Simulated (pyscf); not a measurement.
Single points on ωB97X-D3(BJ)/def2-SVP structures (PySCF, gas phase).

Task: Estimate the classical barrier height and the reaction energy of O=Zr [singlet] + water (H₂O) -> O=ZrH–OH at B3LYP-D3(BJ)/def2-TZVP. The step runs on the singlet surface, breaks H–O and forms O–Zr, H–Zr; take the separated reactants as zero.

Result: ΔE‡ = -13.5 kcal/mol, ΔE = -73.5 kcal/mol. CCSD(T)/def2-TZVPP + ΔMP2(QZVPP) gives -7.6 kcal/mol and -67.7 kcal/mol. Zero-point energy shifts the barrier by -2.1 kcal/mol. It is an insertion, with an imaginary mode of 1460i cm⁻¹. On the reactant side the descent ends in an adduct with a O–Zr contact, 21.7 kcal/mol under the separated species and 9.7 kcal/mol under the saddle at ωB97X-D3(BJ)/def2-TZVP. At B3LYP-D3(BJ) the saddle lies under the separated reactants, which points to a path from their complex (located at ωB97X-D3(BJ) alone). What is counted as formed (O–Zr) is already present as a longer contact in the reactant adduct; forming that adduct is a step of its own. At ωB97X-D3(BJ) the barrier from the zero used here is -11.9 kcal/mol. This is the saddle that the search found; another between the same sides may lie lower. A restricted singlet here is unstable towards spin polarisation, as is usual where a triplet lies low; its energy is less safe. The CCSD(T) − MP2 part came from Ansatz, without density fitting, on the same reference. The frozen core leaves the outer d or s,p core shells of the metals and heavy elements correlated in the MP2 and CC values, and def2-TZVPP describes them poorly, which can shift differences by a few kcal/mol. Elements past Kr carry the def2 core potentials, without spin-orbit coupling.
